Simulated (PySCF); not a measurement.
Gas-phase XPS of `C=C[S-]`, computed

C2H3S (charge -1).
Bonds: C1–C2 (double), C2–S3. Hydrogens: H4, H5 on C1; H6 on C2.

Method used: PySCF 2.14.0, delta-SCF UKS SCAN, pcX-2 on the ionised atom, pcseg-1 elsewhere, spin-free X2C. Vertical ΔSCF values, vacuum level as zero.

Q: List the computed XPS lines with their assignment.

A: 
```json
{"atom(s)": "S3", "environment": "sulfur bonded to C", "level": "S 1s", "binding energy (eV)": "2469.08", "above the level's lowest (eV)": "0.00", "count": "1"}
{"atom(s)": "C2", "environment": "alkene CH carbon", "level": "C 1s", "binding energy (eV)": "285.29", "above the level's lowest (eV)": "+1.27", "count": "1"}
{"atom(s)": "C1", "environment": "carbon bonded to C and 2 H", "level": "C 1s", "binding energy (eV)": "284.02", "above the level's lowest (eV)": "0.00", "count": "1"}
```

Lowest listed C 1s: C1, bonded to C (double bond) and 2 H. Highest, 1.27 eV above it: C2, bonded to S, C (double bond) and H. Summing the Pauling electronegativity differences to the bonded atoms, each weighted by its formal bond order, gives -0.70 for the lowest site and -0.32 for the highest.

Q: Which effective nuclear charge Zeff reproduces each element's mean 1s value in the hydrogen-like formula E = 13.606 eV × Zeff²?

A: C (Z = 6): mean 284.7 eV, Zeff = 4.57, Z − Zeff = 1.43; S (Z = 16): mean 2469.1 eV, Zeff = 13.47, Z − Zeff = 2.53. Means run over the listed sites, weighted by atom count.

Not every level is listed. Spin contamination (⟨S²⟩ against 0.75 for a pure doublet) is marked for C 1s of C2 (0.91), which makes this value less certain. The species carries charge -1, so core ionisation leaves a neutral species. The basis sets have no added diffuse functions. Geometry: GFN2-xTB; no solvent, vibrations or thermal averaging.
